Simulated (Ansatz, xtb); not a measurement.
## Isomers of AlFH3Si in order of energy

3 gas-phase structures of AlFH3Si, found in a search over its isomers (lower ones may exist). Each was relaxed with GFN2-xTB; where two conformers were screened, the lower at r2SCAN-D4/def2-SVP is listed:

A. `F[SiH][AlH2]`, a doublet
B. `[F][AlH][SiH2]`, a doublet
C. `[F][Al][SiH3]`, a doublet

Question: Which do you expect lowest at r2SCAN-D4/def2-SVP, and how would the others follow?

Answer: Calculated order at r2SCAN-D4/def2-SVP: C (0.0), B (5.4), A (33.9) kcal/mol.

Energies above the lowest of each column, in kcal/mol; the last columns are at B3LYP/6-31G* geometries and were run for some of them only (a dash: not run or not comparable):

| structure | GFN2-xTB | HF/STO-3G | r2SCAN-D4/def2-SVP | B3LYP/6-31G* | CCSD(T)/def2-SVP + ΔMP2/def2-TZVPP |
| --- | --- | --- | --- | --- | --- |
| C | 12.7 | 0.0 | 0.0 | 0.0 | 0.0 |
| B | 0.0 | 0.5 | 5.4 | 3.5 | 2.2 |
| A | 20.4 | 27.9 | 33.9 | – | – |

CCSD(T)/def2-SVP + ΔMP2/def2-TZVPP puts C lowest of those it was run on; GFN2-xTB picks B. Some further structures that were screened fall inside this span and aren't listed. Flexible structures stand in one conformer each, not always the lowest. Frequencies (B3LYP/6-31G*) were run for B, C alone. Open shells are spin-unrestricted. ΔMP2 is the change of the MP2 energy from the smaller to the larger basis.

Programs: Ansatz 0.2.0, xtb 6.7.1 (Pople sets with spherical d functions).
